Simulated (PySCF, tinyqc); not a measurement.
Worked calculation: MP2 on RHF in the sto-6g basis, frozen core, for CH2, spin multiplicity 1. The lowest restricted solution is unstable here: a spin-polarised one lies 0.0330 hartree lower (PySCF). One step of it, computed by the program tinyqc.

Problem. Iteration 1: diagonalisation and new density. Diagonalise F' = X^T F X, C = X C', fill 4 alpha and 4 beta electrons from the bottom; D = 2 C_occ C_occ^T. Each column has its largest component positive (the first on a tie).

Fock matrix F (hartree), order 1C 1s, 1C 2s, 1C 2px, 1C 2py, 1C 2pz, 2H 1s, 3H 1s:
$$\begin{pmatrix}
-10.917925 & -2.818924 & 0.000000 & 0.000551 & -0.028092 & -0.661086 & -0.705789 \\
-2.818924 & -1.261967 & 0.000000 & 0.004273 & -0.120566 & -0.641195 & -0.665381 \\
0.000000 & 0.000000 & 0.343616 & 0.000000 & 0.000000 & 0.000000 & 0.000000 \\
0.000551 & 0.004273 & 0.000000 & -0.214229 & 0.002730 & -0.345442 & 0.350470 \\
-0.028092 & -0.120566 & 0.000000 & 0.002730 & -0.196121 & -0.251784 & -0.257006 \\
-0.661086 & -0.641195 & 0.000000 & -0.345442 & -0.251784 & -0.421033 & -0.227381 \\
-0.705789 & -0.665381 & 0.000000 & 0.350470 & -0.257006 & -0.227381 & -0.442592
\end{pmatrix}$$

X, order 1C 1s, 1C 2s, 1C 2px, 1C 2py, 1C 2pz, 2H 1s, 3H 1s:
$$\begin{pmatrix}
-0.281362 & -0.032139 & 0.779903 & 0.000000 & -0.597859 & 0.003851 & 0.170002 \\
1.211048 & 0.101645 & -0.338840 & 0.000000 & -0.296623 & 0.008607 & 0.436893 \\
0.000000 & 0.000000 & 0.000000 & 1.000000 & 0.000000 & 0.000000 & 0.000000 \\
-0.114383 & 1.043110 & 0.001373 & 0.000000 & -0.003727 & 0.623394 & -0.010587 \\
0.603873 & 0.052294 & 0.613506 & 0.000000 & 0.659942 & 0.006025 & 0.211556 \\
-0.734201 & -0.918057 & -0.158253 & 0.000000 & 0.126079 & 0.394131 & 0.357699 \\
-0.928909 & 0.773426 & -0.154240 & 0.000000 & 0.124200 & -0.374309 & 0.374210
\end{pmatrix}$$

Give: F' = X^T F X; orbital energies; coefficients C; D after iteration 1.

Solution.

F' = X^T F X (hartree):
$$\begin{pmatrix}
0.568 & -0.036 & 0.681 & 0.000 & -0.491 & -0.007 & 0.142 \\
-0.036 & 0.705 & 0.100 & 0.000 & -0.082 & 0.082 & 0.026 \\
0.681 & 0.100 & -5.086 & 0.000 & 4.783 & -0.039 & -2.240 \\
0.000 & 0.000 & 0.000 & 0.344 & 0.000 & 0.000 & 0.000 \\
-0.491 & -0.082 & 4.783 & 0.000 & -4.833 & 0.040 & 2.241 \\
-0.007 & 0.082 & -0.039 & 0.000 & 0.040 & -0.477 & -0.020 \\
0.142 & 0.026 & -2.240 & 0.000 & 2.241 & -0.020 & -1.852
\end{pmatrix}$$

orbital energies (hartree): MO1 -10.921, MO2 -0.757, MO3 -0.483, MO4 -0.187, MO5 0.344, MO6 0.650, MO7 0.722

coefficients C, order 1C 1s, 1C 2s, 1C 2px, 1C 2py, 1C 2pz, 2H 1s, 3H 1s:
$$\begin{pmatrix}
0.995 & -0.195 & -0.002 & 0.125 & 0.000 & -0.169 & 0.047 \\
0.022 & 0.596 & 0.013 & -0.559 & 0.000 & 1.053 & -0.307 \\
0.000 & 0.000 & 0.000 & 0.000 & 1.000 & 0.000 & 0.000 \\
0.000 & -0.006 & 0.550 & 0.000 & 0.000 & 0.275 & 1.055 \\
0.006 & 0.189 & 0.002 & 0.829 & 0.000 & 0.681 & -0.191 \\
-0.006 & 0.309 & 0.448 & 0.136 & 0.000 & -1.037 & -0.561 \\
-0.006 & 0.324 & -0.435 & 0.135 & 0.000 & -0.632 & 1.034
\end{pmatrix}$$

D after iteration 1, order 1C 1s, 1C 2s, 1C 2px, 1C 2py, 1C 2pz, 2H 1s, 3H 1s:
$$\begin{pmatrix}
2.088 & -0.328 & 0.000 & -0.001 & 0.145 & -0.100 & -0.102 \\
-0.328 & 1.335 & 0.000 & 0.007 & -0.701 & 0.227 & 0.224 \\
0.000 & 0.000 & 0.000 & 0.000 & 0.000 & 0.000 & 0.000 \\
-0.001 & 0.007 & 0.000 & 0.605 & 0.000 & 0.489 & -0.483 \\
0.145 & -0.701 & 0.000 & 0.000 & 1.447 & 0.344 & 0.344 \\
-0.100 & 0.227 & 0.000 & 0.489 & 0.344 & 0.629 & -0.153 \\
-0.102 & 0.224 & 0.000 & -0.483 & 0.344 & -0.153 & 0.625
\end{pmatrix}$$
